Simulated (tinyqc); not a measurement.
Stretching all distances: RHF, UHF, MP2, CISD and CCSD against full CI in the sto-3g basis, for H3O+, spin multiplicity 1. Computed by the program tinyqc with PySCF. 

Geometry (angstrom):

| atom | x | y | z |
|---|---|---|---|
| O | 0.0000 | 0.0000 | 0.0810 |
| H | 0.9100 | 0.0000 | 0.0000 |
| H | -0.4550 | 0.7880 | 0.0000 |
| H | -0.4550 | -0.7880 | 0.0000 |

All coordinates are multiplied by the scale. c0^2 is the weight of the RHF determinant in the lowest singlet FCI state (UHF is spin-contaminated and may lie near states of higher spin) and n(LUMO) the first natural occupation beyond the occupied space.

Full CI energy (hartree) and errors against it (kcal/mol):

| scale | distance 1-2 (angstrom) | E(FCI) | RHF | UHF | MP2 | CISD | CCSD | <S^2> UHF | c0^2 | n(LUMO) |
|---|---|---|---|---|---|---|---|---|---|---|
| 0.9300 | 0.8496 | -75.291862 | 28.3765 | 28.3765 | 6.1242 | 0.4338 | 0.1419 | 0.0000 | 0.9829 | 0.0120 |
| 1.0900 | 0.9958 | -75.389062 | 38.0668 | 38.0668 | 8.7907 | 0.8899 | 0.2862 | 0.0000 | 0.9715 | 0.0200 |
| 1.2500 | 1.1420 | -75.345266 | 50.0290 | 50.0290 | 12.1662 | 1.7274 | 0.5582 | 0.0000 | 0.9533 | 0.0326 |
| 1.4100 | 1.2882 | -75.249964 | 64.9622 | 64.9622 | 16.5164 | 3.2754 | 1.0608 | 0.0000 | 0.9226 | 0.0520 |
| 1.5800 | 1.4435 | -75.139331 | 85.5070 | 85.4995 | 23.0610 | 6.7568 | 2.0577 | 0.0233 | 0.8488 | 0.0859 |
| 1.7400 | 1.5897 | -75.050919 | 113.2474 | 55.8571 | 34.5081 | 15.7896 | 3.7661 | 1.8507 | 0.5745 | 0.2183 |

UHF parts from RHF first at scale 1.58 of those listed, where <S^2> leaves zero. The weight c0^2 goes from 0.98 to 0.57 and n(LUMO) from 0.01 to 0.22: static correlation grows as the bonds break into open-shell fragments. The spread of the error along the curve, which distorts its shape, is CCSD 3.6, CISD 15.4, MP2 28.4, UHF 57.1, RHF 84.9 kcal/mol. The table stops here: at scale 1.9 and beyond, the reference weight falls under 0.45 or RHF, UHF or CCSD hop between solutions, so those rows were left out and the spreads given cover only the rows shown. As computed, partly on other solutions, the errors there reach in size RHF 196, UHF 38, MP2 74, CISD 58, CCSD 51 kcal/mol.
